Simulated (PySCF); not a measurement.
**Frontier levels across methods**

Compound: OF₂.
Structure used (PBE0-D3(BJ)/def2-SVP), in Å, numbered top down from 1:
```xyz
3
OF2 angstrom
F     -1.0932    0.2571    0.0000
O      0.2641    0.5005    0.0000
F      0.8292   -0.7576    0.0000
```

The species is `FOF` (OF2).

Basis pcSseg-2 throughout (PySCF), one geometry. Geometry: PBE0-D3(BJ)/def2-SVP; no solvent, vibrations or thermal averaging.

Question: How do the orbital energies, the gap and the dipole change with the method?

Answer: 
```
   method                    kind  HOMO (eV)  LUMO (eV)  gap (eV)  μ (D)  SCF cycles
     OPBE                     GGA      -7.35      -3.42      3.92   0.23          13
      PBE                     GGA      -7.45      -3.62      3.84   0.23          13
     BLYP                     GGA      -7.49      -3.62      3.87   0.24          13
    B97-D                     GGA      -7.57      -3.62      3.95   0.25          13
     BP86                     GGA      -7.58      -3.71      3.87   0.24          12
      LDA                     LDA      -7.65      -3.99      3.66   0.22          14
      KT2                     GGA      -7.78      -3.51      4.27   0.28          15
      KT3                     GGA      -7.80      -3.57      4.23   0.27          15
    B97-2           global hybrid      -9.38      -2.19      7.19   0.29          13
    B3LYP           global hybrid      -9.46      -2.50      6.96   0.28          12
     PBE0           global hybrid      -9.71      -1.99      7.72   0.28          12
 mPW1PW91           global hybrid      -9.77      -2.02      7.75   0.28          12
CAM-B3LYP  range-separated hybrid     -11.41      -0.84     10.57   0.29          12
  wB97X-D  range-separated hybrid     -11.70       0.01     11.71   0.29          13
BHandHLYP           global hybrid     -12.03      -0.38     11.65   0.33          12
  LC-wPBE  range-separated hybrid     -12.64       0.59     13.23   0.28          13
       HF            Hartree–Fock     -15.62       3.81     19.42   0.39          10
```

The HOMO spans 8.27 eV, from OPBE down to HF, and the gap runs from 3.66 eV (LDA) to 19.42 eV (HF). Over the methods OPBE (0 %), PBE (0 %), BLYP (0 %), B97-D (0 %), BP86 (0 %), LDA (0 %), KT2 (0 %), KT3 (0 %), B97-2 (21 %), B3LYP (20 %), PBE0 (25 %), mPW1PW91 (25 %), BHandHLYP (50 %), HF (100 %), a straight line through the gap against the share of exact exchange rises by 1.54 eV for each 10 % (correlation coefficient 0.999). The dipole ranges from 0.22 D (LDA) to 0.39 D (HF). This basis has no diffuse functions.

Reference dipole: 0.30 D (measured, gas; NIST CCCBDB Release 22 (SRD 101), experimental dipoles); nearest here: CAM-B3LYP (0.29 D) and B97-2 (0.29 D). 

The vertical ΔSCF ionisation energy at PBE0/def2-SVPD is 13.34 eV; −ε(HOMO) comes closest to it with LC-wPBE (12.64 eV).
